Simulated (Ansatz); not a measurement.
The first iterations of a band of AlF₂H (4 atoms, charge 0, multiplicity 1).

Level of theory: RKS r2SCAN-D4/6-31G* (Ansatz 0.2.0).

* movable images: 9
* climbing image: yes
* spring: 5.0 eV/Å²
* optimiser: quadratic models (default)
* start path: through a guess of the saddle point
* force threshold: 0.05 eV/Å
* iteration limit: 60
* end points: relaxed

Image 0:

```xyz
4
Properties=species:S:1:pos:R:3
Al 0.374 0.000 0.251
H 0.320 0.000 1.818
F 1.811 0.000 -0.553
F -1.005 0.000 -0.650
```

Image 10:

```xyz
4
Properties=species:S:1:pos:R:3
Al -0.855 0.000 0.425
H 1.667 0.000 1.303
F 1.473 0.000 0.381
F -0.786 0.000 -1.243
```

| iteration | highest image above the first end (eV) | largest band force component (eV/Å) |
| --- | --- | --- |
| 1 | 4.191 | 10.378 |
| 2 | 3.574 | 5.053 |
| 3 | 3.355 | 1.729 |

Does the band converge within its limit, and where does its top end?

It converged. It ended after 9 iterations with the highest image 3.167 eV above the first end. A vibrational analysis at the climbing image gives one clearly imaginary mode, 1084i cm⁻¹: a first-order saddle point. The orbitals stay closed-shell, which can raise the energy where a bond breaks towards radicals; this wasn't checked here.

Run time: 2.1 min on 1 thread of Arm Neoverse V2, on a shared host, peak memory 0.11 GiB.
